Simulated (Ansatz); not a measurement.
Cost and result for the atomization energy of C6H14 (`CCC(C)CC`) (20 atoms, 19 bonds).

```csv
atom,x (Å),y (Å),z (Å)
C1,0.5127,2.2209,-0.1493
C2,-0.1409,1.1894,-1.0563
C3,-0.4397,-0.1652,-0.4083
C4,-1.4464,-0.0396,0.7282
C5,0.8377,-0.8790,0.0306
C6,0.6336,-2.3314,0.4285
H7,1.4818,1.8796,0.2220
H8,0.6820,3.1555,-0.6890
H9,-0.1115,2.4544,0.7165
H10,0.5022,1.0214,-1.9278
H11,-1.0788,1.6005,-1.4467
H12,-0.9011,-0.7855,-1.1892
H13,-1.7787,-1.0177,1.0815
H14,-2.3342,0.5116,0.4062
H15,-1.0180,0.4896,1.5842
H16,1.2900,-0.3351,0.8677
H17,1.5629,-0.8310,-0.7903
H18,-0.0068,-2.4263,1.3084
H19,0.1680,-2.8992,-0.3826
H20,1.5851,-2.8129,0.6656
```

Charge 0, multiplicity 1. All single points use the PBE0-D4/def2-TZVP geometry. It is one conformer, not always the lowest. Program: Ansatz. All runs use 2 threads of an AMD EPYC 7R13 on a shared host and a share of an NVIDIA H100 80 GB. Times are those of one run each, without the atoms' runs, and a repeat can differ threefold. Electronic energies, without spin–orbit coupling; frozen cores. CCSD(T)/CBS adds CCSD(T) − MP2 in def2-TZVPP to the MP2 limit, and its time is that of the two runs behind it. T1 = 0.008. B3LYP takes the VWN-RPA correlation (the form of Gaussian; ORCA's B3LYP/G).

CCSD(T)/CBS is a level of theory with its own doubt, some kJ/mol a heavy atom from the limit and from the frozen cores, so smaller differences don't rank the functionals.

```
                             level  functions  wall time  atomization (kcal/mol)  difference from CCSD(T)/CBS  per bond
                PBE0-D4/def2-TZVPP        382      3.6 s                  1901.8                         12.0       0.6
   PBE-D4/def2-TZVPP (with forces)        382      4.1 s                  1918.3                         28.5       1.5
                ωB97X-V/def2-TZVPP        382      4.1 s                  1891.7                          1.9       0.1
 B3LYP-D4/def2-TZVPP (with forces)        382      4.4 s                  1891.6                          1.8       0.1
r2SCAN-D4/def2-TZVPP (with forces)        382      4.6 s                  1892.6                          2.8       0.1
                 B2PLYP/def2-TZVPP        382      4.7 s                  1872.2                        -17.6      -0.9
  ωB97M-V/def2-TZVPP (with forces)        382        6 s                  1894.2                          4.4       0.2
                    MP2/def2-QZVPP        762        9 s                  1887.0                         -2.8      -0.2
                CCSD(T)/def2-TZVPP        382       12 s                  1852.9                        -36.9      -1.9
                 CCSD(T)/CBS(def2)          –       21 s                  1889.8                          0.0       0.0
```

The D4 term adds +14.9 kcal/mol with B3LYP and +8.0 kcal/mol with PBE0; it sums over pairs of atoms, weighted by their polarisabilities, and B3LYP, whose exchange is more repulsive, gets the larger term. In def2-TZVPP, CCSD(T) changes the Hartree–Fock value by +410.2 kcal/mol (the triples alone add +20.0 kcal/mol) and MP2 by +422.6 kcal/mol; breaking electron pairs costs correlation energy, which Hartree–Fock lacks. From PBE to PBE0 (25 % exact exchange), in def2-TZVPP and without D4, the atomization energy moves by −15.0 kcal/mol: exact exchange takes away binding that semilocal exchange gives to molecules.
